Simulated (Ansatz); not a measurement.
hcp Be

The numbers are results of PBE (PAW; Ansatz, a first-principles code), not measurements.

Settings: plane-wave cutoff 520 eV, 30×30×16 k mesh (along the axes of the cell as run), Fermi–Dirac smearing 0.05 eV, scalar-relativistic PAW data made under PBE.

Cell: relaxed at this level.

- equilibrium volume per atom = 7.91 Å³/atom
- bulk modulus B0 = 123 GPa
- equilibrium lattice constant a = 2.264 Å
- c axis length = 3.562 Å
- band gap = zero (no gap)
- pressure derivative B′ of the bulk modulus = 3.3

Measured, for comparison: bulk modulus 117 GPa (room temperature, no zero-point or thermal correction, our sources range from 97.2 to 117; as tabulated in arXiv:2410.04971); lattice constant a 2.286 Å (293 K, no zero-point or thermal correction, our sources range from 2.286 to 2.290; as tabulated in Wikipedia's data pages); lattice parameter c 3.584 Å (293 K, no zero-point or thermal correction; as tabulated in Wikipedia's data pages). Computed (rounded) less measured: bulk modulus not scored (sources differ), lattice constant a -1.0 % (-1.0 % to -1.1 % over the range), lattice parameter c -0.6 %. A static lattice is as a rule a little smaller and stiffer than an uncorrected measurement, which narrows the difference in the bulk modulus, lattice constant a, lattice parameter c and would widen misses of the other sign.

Note: the bulk modulus comes from volumes at which shape and atoms were relaxed.

Static lattice: no zero-point or thermal effects.

The result took roughly 2.8 core-minutes.
